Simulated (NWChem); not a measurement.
Molecule: chlorine (Cl$_{2}$); SMILES ClCl

```xyz
2

Cl     0.0000     0.0000     1.0215
Cl     0.0000     0.0000    -1.0215
```
Atoms are numbered in this order, from 1.

The geometry was optimised at B3LYP/6-31G* (spherical d).

Question: List the 4 lowest vertical singlet excitations from PBE0/aug-cc-pVDZ, TDA (NWChem).

Answer: 
```csv
state,energy (eV),oscillator strength,leading excitation (squared amplitude)
S1,3.34,0.000,HOMO → LUMO (1.00)
S2,3.34,0.000,HOMO−1 → LUMO (1.00)
S3,5.88,0.000,HOMO−3 → LUMO (1.00)
S4,5.88,0.000,HOMO−2 → LUMO (1.00)
```
